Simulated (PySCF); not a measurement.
# A diatomic session: SiP

An exercise on one series of results from a longer session: the logs are not shown, and one member is left open.

Computed with PySCF 2.14.0. Level: Si def2-TZVPP, P def2-TZVPP, no relativity.

Set-up of the first run:

The job is set up so:

```json
{
 "atoms": "Si, P",
 "charge": "0",
 "basis": "Si def2-TZVPP, P def2-TZVPP",
 "Hamiltonian": "no relativity",
 "basis functions": "84",
 "electrons treated": "29",
 "masses in u": "27.9769, 30.9738",
 "levels": "PBE0, PBE, r²SCAN, B97-3, M06-2X, B3LYP, PW91, CAM-B3LYP, HF, MP2, SCS-MP2, CCSD, CCSD(T)",
 "grid": "80 radial by 434 angular points",
 "occupations": "held fixed by the projection of orbital angular momentum",
 "dissociation limit": "Si + P, each in its ground configuration",
 "starting distance in angstrom": "2.180",
 "values of 2S to try": "1, 3, 5"
}
```

Run with:

```
OMP_NUM_THREADS=1 python dia.py task.json out
```

Steps of the session up to this table: The job; First curve: PBE0; Excited determinants; PBE (GGA); r²SCAN; B97-3; M06-2X (hybrid meta-GGA); B3LYP (global hybrid GGA); PW91; CAM-B3LYP (range-separated hybrid); ROHF; Correlated methods on the Hartree–Fock reference.

One of the session's tables, all rows but one given; the rest of the session is left out.

It belongs to the step «The curves together». Energy (eV) from each level's lowest point:

| R (Å) | ROHF | ROHF-MP2 | ROHF-SCS-MP2 | ROHF-CCSD | ROHF-CCSD(T) |
| --- | --- | --- | --- | --- | --- |
| 1.783 | 1.277 | 1.469 | 1.459 | n/a | n/a |
| 1.866 | 0.521 | 0.670 | 0.662 | 0.646 | 0.700 |
| 1.949 | ? | ? | ? | ? | ? |
| 2.011 | 0.005 | 0.055 | 0.052 | 0.047 | 0.065 |
| 2.073 | 0.000 | 0.000 | 0.000 | 0.000 | 0.000 |
| 2.135 | 0.084 | 0.031 | 0.033 | 0.039 | 0.019 |
| 2.218 | 0.300 | 0.172 | 0.176 | 0.189 | 0.141 |
| 2.322 | 0.683 | 0.458 | 0.462 | 0.483 | 0.396 |
| 2.446 | 1.236 | 0.894 | 0.895 | 0.919 | 0.783 |
| 2.612 | 2.038 | 1.537 | 1.529 | n/a | n/a |

Q: Estimate the row for R (Å) = 1.949 from the others.

Worked estimate for «ROHF». A straight line through the neighbours (1.866, 0.521) and (2.011, 0.005) gives 0.521 + (0.005 − 0.521) × (1.949 − 1.866) / (2.011 − 1.866) = 0.226; a parabola fitted to 4 rows on both sides gives 0.110.

As computed: ROHF: 0.125; ROHF-MP2: 0.221; ROHF-SCS-MP2: 0.216; ROHF-CCSD: 0.206; ROHF-CCSD(T): 0.240. In «ROHF» the line misses by +0.101 and the parabola by -0.015.
